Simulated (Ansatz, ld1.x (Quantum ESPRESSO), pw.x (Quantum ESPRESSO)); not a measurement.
**From atom to crystal: RRKJ potential for Tc (Z = 43)**

Tc (Z = 43), norm-conserving RRKJ (Kleinman–Bylander form), made with ld1.x (Quantum ESPRESSO) 7.5 (PBEsol, scalar-relativistic). Core [Kr], reference 4d5 5s2 5p0. Waves: 5s (bound): rc 2.90 bohr; 5p (bound, empty): rc 3.85 bohr; 4d (bound): rc 2.30 bohr. Local part: all-electron potential smoothed inside 3.40 bohr (lloc = -1). Core correction: a·sin(br)/r model core inside 1.95 bohr. rho0 = 0.001.

Crystal test: sc Tc in pw.x 7.5, no spin, 13³ k-points, Fermi–Dirac smearing 0.01 Ry, cutoffs 50/200 Ry. The lattice is a test structure that the element need not adopt, and mesh and smearing are coarse.

pw.x input:

```
&control
  calculation='scf', prefix='x', pseudo_dir='./', outdir='./tmp', tstress=.true., disk_io='low'
/
&system
  ibrav=0, nat=1, ntyp=1, ecutwfc=50, ecutrho=200, nbnd=11,
  occupations='smearing', smearing='fd', degauss=0.01
/
&electrons
  conv_thr=1e-09, mixing_beta=0.4, electron_maxstep=70
/
ATOMIC_SPECIES
Tc 1.0 Tc.UPF
CELL_PARAMETERS angstrom
  2.50537510 0.00000000 0.00000000
  0.00000000 2.50537510 0.00000000
  0.00000000 0.00000000 2.50537510
ATOMIC_POSITIONS crystal
Tc 0.0000 0.0000 0.0000
K_POINTS automatic
13 13 13 0 0 0
```

```bash
pw.x < Tc.scf.in > Tc.scf.out
```

How does the run end?

It converges; the pressure is 15.46 GPa against -0.20 GPa from all-electron LAPW. The largest radius (3.85 bohr) exceeds half the bond length (2.37 bohr), so the spheres overlap, which is one possible source of error among others. This is a poor potential for the solid. Atomic configuration tests: 1 of 7 tests not solved or not reliable. The log shows:

```
Message from routine setup:
     using ibrav=0 with symmetry is DISCOURAGED, use correct ibrav instead
     lattice parameter (alat)  =       4.7345  a.u.
     unit-cell volume          =     106.1243 (a.u.)^3
     number of electrons       =         7.00
     number of Kohn-Sham states=           11
     kinetic-energy cutoff     =      50.0000  Ry
     charge density cutoff     =     200.0000  Ry
     scf convergence threshold =      1.0E-09
     Exchange-correlation= PBESOL
     number of k points=    84  Fermi-Dirac smearing, width (Ry)=  0.0100
     iteration #  1     ecut=    50.00 Ry     beta= 0.40
     total energy              =     -25.49942885 Ry
     estimated scf accuracy    <       0.00647436 Ry
     iteration #  2     ecut=    50.00 Ry     beta= 0.40
     total energy              =     -25.49896696 Ry
     estimated scf accuracy    <       0.00214210 Ry
     iteration #  3     ecut=    50.00 Ry     beta= 0.40
     total energy              =     -25.49900478 Ry
     estimated scf accuracy    <       0.00000583 Ry
     iteration #  4     ecut=    50.00 Ry     beta= 0.40
     total energy              =     -25.49900586 Ry
     estimated scf accuracy    <       0.00000034 Ry
     iteration #  5     ecut=    50.00 Ry     beta= 0.40
     total energy              =     -25.49900585 Ry
     estimated scf accuracy    <       0.00000007 Ry
     iteration #  6     ecut=    50.00 Ry     beta= 0.40
     the Fermi energy is    14.4130 ev
!    total energy              =     -25.49900586 Ry
     estimated scf accuracy    <          7.8E-11 Ry
     smearing contrib. (-TS)   =      -0.00547138 Ry
     The total energy is F=E-TS. E is the sum of the following terms:
     one-electron contribution =      10.84507163 Ry
     hartree contribution      =       1.36689548 Ry
     xc contribution           =      -8.34054730 Ry
     ewald contribution        =     -29.36495429 Ry
     convergence has been achieved in   6 iterations
          total   stress  (Ry/bohr**3)                   (kbar)     P=      154.59
```
